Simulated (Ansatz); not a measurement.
`NCSS`, relaxed with RKS PBE-D4/def2-SVP in the Gaussian-basis code of Ansatz from a rough embedded geometry. The force threshold is 0.03 eV/Å; the program also tests the step.

The species carries charge 0 and has multiplicity 1.

Start:

```xyz
9

N    -0.192   -1.355   -0.163
C    -0.334   -0.125   -0.810
S     1.040    0.966   -0.350
S     0.694    1.241    1.670
H     0.738   -1.779   -0.452
H    -0.128   -1.270    0.828
H    -1.322    0.342   -0.545
H    -0.362   -0.235   -1.913
H    -0.134    2.216    1.734
```

Question: How much energy does the relaxation release, and in how many steps? (An estimate is asked.)

Answer: The calculation gave: 0.43 eV, in 8 steps.

Question: Which bonds change most? (An estimate is asked.)

Answer: The calculation gave: S4–H9 from 1.281 to 1.372 Å; C2–S3 from 1.814 to 1.905 Å; N1–H5 from 1.063 to 1.028 Å; N1–H6 from 0.996 to 1.030 Å.

Question: Give the relaxed structure. (An estimate is asked.)

Answer: The calculation gave: 
```xyz
9

N    -0.197   -1.395   -0.165
C    -0.339   -0.143   -0.819
S     0.953    1.205   -0.442
S     0.859    1.229    1.639
H     0.717   -1.821   -0.364
H    -0.260   -1.273    0.855
H    -1.326    0.306   -0.588
H    -0.249   -0.244   -1.922
H    -0.158    2.136    1.805
```
